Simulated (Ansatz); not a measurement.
# BH2F+ (doublet): the correlation ladder, cc-pVTZ

An exercise on one series of results from a longer session: the logs are not shown, and one member is left open.

Method: cc-pVTZ, core rule «outside noble gas», up to 2 orbitals frozen; program: Ansatz 0.2.0, Gaussian basis.

To be run: UHF; CCSD(T) on ROHF; CCSD(T) on UHF; BCCD(T) on ROHF; CCSDT(Q) on ROHF; CCSDT(Q) on UHF.

7 further runs of the same task are left out: 6 for a known fault of the program, 1 set aside as unsound or not needed.

**The geometry**

The geometry is a PBE0/def2-TZVP stationary point (not a proven minimum) of the parent state, kept for this charge and spin.

4 atoms, charge 1, spin multiplicity 2.

Atoms are counted from 1 here; the program's logs count them from 0.

Bond lengths: B1–F2 1.317 Å, B1–H3 1.197 Å, B1–H4 1.197 Å. Angles: F2–B1–H3 117.8°, F2–B1–H4 117.8°, H3–B1–H4 124.4°.

The first run:

in.yaml

```yaml
crystal:
  periodic: [false, false, false]
  atoms:
    - {symbol: B, position_ang: [0.000000, 0.000000, 0.750638]}
    - {symbol: F, position_ang: [0.000000, 0.000000, -0.566075]}
    - {symbol: H, position_ang: [0.000000, 1.058917, 1.309286]}
    - {symbol: H, position_ang: [0.000000, -1.058917, 1.309286]}
basis:
  gaussian: {orbitals: cc-pVTZ}
total_charge: 1
magnetization: {spin_polarized: true, initial_magnetization: 1}
hamiltonian: {xc: hf}
output: {orbitals: {seedname: orbitals}}
```

Started as:

```sh
$ ansatz run in.yaml --threads 1 --pin off --events-out ev --progress --plain --max-ram 4096MiB --backend cpu
```

Steps of the session up to this table: UHF; CCSD(T) on ROHF; CCSD(T) on UHF; BCCD(T) on ROHF; CCSDT(Q) on ROHF; CCSDT(Q) on UHF.

One table of the session follows, with a row left open; its other results are not shown here.

```
   method  from UCCSDT(Q) (kcal/mol)
     ROHF                    +237.48
      UHF                    +231.15
     RMP2                     +14.99
     UMP2                     +15.85
    RCCSD                      +9.06
    UCCSD                      +8.92
 RCCSD(T)                      +0.67
 UCCSD(T)                          ?
  BCCD(T)                      +0.73
   RCCSDT                      +0.40
   UCCSDT                      +0.40
RCCSDT(Q)                      +0.26
UCCSDT(Q)                          0
```

Estimate the missing values for UCCSD(T).

**Answer.** from UCCSDT(Q) (kcal/mol): +0.75. In the column «from UCCSDT(Q) (kcal/mol)» it lies between BCCD(T) (+0.73) and UCCSD (+8.92).

To keep in mind: Restricted and unrestricted rows rest on different reference determinants; where their highest levels disagree by more than a few hundredths of an eV, they describe different states and don't form one ladder.
